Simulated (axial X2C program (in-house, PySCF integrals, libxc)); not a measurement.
## Ionising NaAl

All values come from calculations with an in-house all-electron X2C program for linear molecules (integrals from PySCF), spin-free (one-electron X2C) or two-component (2c: spin–orbit coupling with atomic mean-field Coulomb and Gaunt terms, which also bring small scalar terms), in Dyall basis sets with cores contracted in-house; open shells are unrestricted.

Basis sets: Al dyall-v3z, Na dyall-cv3z. Frozen shells (counts by l): NaAl Al 2s1p, Na 1s, 12 electrons correlated; NaAl⁺ Al 2s1p, Na 1s, 11 electrons correlated. Where the outer core of a metal is frozen, bonds come out longer and ionisation energies lower.

```
Hamiltonian  level      NaAl state  Re (Å)  ωe (cm⁻¹)  De (eV)
  spin-free     HF  M_S = 0, Λ = 0   3.206      190.4    -0.14
  spin-free   PBE0  M_S = 0, Λ = 0   3.143      190.5     0.70
  spin-free    MP2  M_S = 0, Λ = 0   3.115      198.1     0.57
         2c     HF           Ω = 0   3.206      190.4    -0.19
         2c   PBE0           Ω = 0   3.144      190.5     0.70
         2c    MP2           Ω = 0   3.115      198.1     0.57
```

Adiabatic ionisation energy (minimum to minimum, no zero-point term) and constants of NaAl⁺:

```
Hamiltonian  level       NaAl⁺ state  IE (eV)  Re (Å)  ωe (cm⁻¹)  De (eV)  fragments
  spin-free     HF  M_S = 1/2, Λ = 0     3.94   3.427      135.7     0.87   Al + Na+
  spin-free   PBE0  M_S = 1/2, Λ = 0     4.99   3.363      134.7     1.01   Al + Na+
  spin-free    MP2  M_S = 1/2, Λ = 0     4.78   3.358      138.4     0.89   Al + Na+
         2c     HF           Ω = 1/2     3.94   3.427      135.7     0.87   Al + Na+
         2c   PBE0           Ω = 1/2     4.99   3.363      134.6     1.01   Al + Na+
         2c    MP2           Ω = 1/2     4.78   3.359      138.4     0.89   Al + Na+
```

Q: Add the zero-point terms to the ionisation energy at MP2, 2c, and say whether the electron removed was bonding.

A: IE0 = IE + (ωe⁺ − ωe)/2 = 4.78 + (-0.004) = 4.78 eV. Re changes by 0.244 Å, so the bond lengthens, as on loss of a bonding electron.

Q: Close the cycle De(NaAl⁺) + IE(NaAl) = De(NaAl) + IE(Na) to find the atomic ionisation energy at MP2, 2c.

A: IE(Na) = 0.89 + 4.78 − 0.57 = 5.10 eV, for the determinants used.

Each entry is the lowest single determinant of a limited PBE0 search at one distance. De goes to single-determinant-based atoms at the same level (for ions the charge split of lowest energy) and is withheld (n/a) where an atom does not fit its ground term or J level. Main or longest-lived isotopes. One determinant is a doubtful description, or other states lie close, for NaAl; these need not be ground states, and all values refer to the states named. Some light 2c atoms are not at their ground J level, so De misses part of their lowering (0.04 eV or less). The functionals have no current term, which raises determinants with orbital currents.
